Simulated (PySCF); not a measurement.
**How well do the runs reproduce experiment for C4H8?**

**The experiment to reproduce.**

NIST CCCBDB Release 22 (SRD 101), experimental dipoles lists, for the gas: dipole moment (microwave Stark effect, vibrational ground state) 0.257 ± 0.005 D.

The results are set against them at the end.

C₄H₈.
Numbering: `[CH3:1]/[CH:2]=[CH:3]\[CH3:4]` (hydrogens: H5, H6, H7 on C1; H8 on C2; H9 on C3; H10, H11, H12 on C4)

Structure used (PBE0-D3(BJ)/def2-SVP), in Å, numbered top down from 1:
```
atom  x, y, z in Å
C1     1.5623   -0.4629    0.1012
C2     0.7046    0.7300   -0.1673
C3    -0.6331    0.7902   -0.1778
C4    -1.5990   -0.3205    0.0763
H5     2.2243   -0.2847    0.9654
H6     2.2231   -0.6733   -0.7567
H7     0.9804   -1.3719    0.3067
H8     1.2469    1.6596   -0.3791
H9    -1.0863    1.7646   -0.3975
H10   -1.1046   -1.2775    0.2927
H11   -2.2574   -0.0817    0.9286
H12   -2.2609   -0.4727   -0.7930
```

Runs made with PySCF (gas phase, on this PBE0-D3(BJ)/def2-SVP geometry; no spin–orbit coupling):

```json
{"level": "PBE0-D3(BJ)/def2-SVP, grid level 1", "job": "geometry optimisation from an MMFF94s start", "basis functions": "96", "wall time": "11 s"}
{"level": "PBE0/pcSseg-1", "job": "shieldings, charges and field gradients", "basis functions": "108", "wall time": "4.9 s"}
{"level": "WP04/pcSseg-2", "job": "shieldings", "basis functions": "256", "wall time": "24 s"}
{"level": "CAM-B3LYP/def2-SVPD", "job": "10 singlets by full TDDFT, 4 Tamm–Dancoff triplets, polarisability, ΔSCF ions", "basis functions": "144", "wall time": "10 s"}
{"level": "B3LYP/def2-SVPD", "job": "10 singlets by full TDDFT, 4 Tamm–Dancoff triplets, polarisability, ΔSCF ions", "basis functions": "144", "wall time": "8.1 s"}
{"level": "HF/def2-SVPD", "job": "10 singlets by TDHF, 4 Tamm–Dancoff triplets, polarisability, ΔSCF ions", "basis functions": "144", "wall time": "1.9 s"}
{"level": "LC-wPBE/def2-SVPD", "job": "10 singlets by full TDDFT, 4 Tamm–Dancoff triplets, polarisability, ΔSCF ions", "basis functions": "144", "wall time": "13 s"}
{"level": "PBE0/6-31G*", "job": "10 singlets by full TDDFT, 4 Tamm–Dancoff triplets, polarisability", "basis functions": "72", "wall time": "2.0 s"}
{"level": "PBE0/def2-SVP", "job": "10 singlets by full TDDFT, 4 Tamm–Dancoff triplets, polarisability", "basis functions": "96", "wall time": "2.6 s"}
{"level": "PBE0/def2-SVPD", "job": "10 singlets by full TDDFT, 4 Tamm–Dancoff triplets, polarisability, ΔSCF ions", "basis functions": "144", "wall time": "8.0 s"}
{"level": "wB97X-D/def2-SVPD", "job": "10 singlets by full TDDFT, 4 Tamm–Dancoff triplets, polarisability, ΔSCF ions", "basis functions": "144", "wall time": "9.2 s"}
{"level": "PBE0/6-31+G*", "job": "10 singlets by full TDDFT, 4 Tamm–Dancoff triplets, polarisability", "basis functions": "88", "wall time": "12 s"}
```

Hardware: one thread, x86-64 server (shared host).

All basis functions are spherical.

**Comparison with experiment**

**Dipole moment.** Measured: 0.257 D (NIST CCCBDB Release 22 (SRD 101), experimental dipoles).

| level | computed (D) | computed − measured (D) |
| --- | --- | --- |
| PBE0-D3(BJ)/def2-SVP | 0.244 | -0.013 |
| PBE0/pcSseg-1 | 0.260 | +0.003 |
| WP04/pcSseg-2 | 0.246 | -0.011 |
| CAM-B3LYP/def2-SVPD | 0.246 | -0.011 |
| B3LYP/def2-SVPD | 0.248 | -0.009 |
| HF/def2-SVPD | 0.240 | -0.017 |
| LC-wPBE/def2-SVPD | 0.243 | -0.014 |
| PBE0/6-31G* | 0.181 | -0.076 |
| PBE0/def2-SVP | 0.244 | -0.013 |
| PBE0/def2-SVPD | 0.256 | -0.001 |
| wB97X-D/def2-SVPD | 0.262 | +0.005 |
| PBE0/6-31+G* | 0.243 | -0.014 |

12 of the 19 levels run are shown, the closest and the furthest among them. The computed dipoles belong to one fixed geometry; measured ones are averaged over vibrations unless marked μe. Magnitudes are compared, not signs.

No measured geometry was used, and the causes of the misses weren't examined.
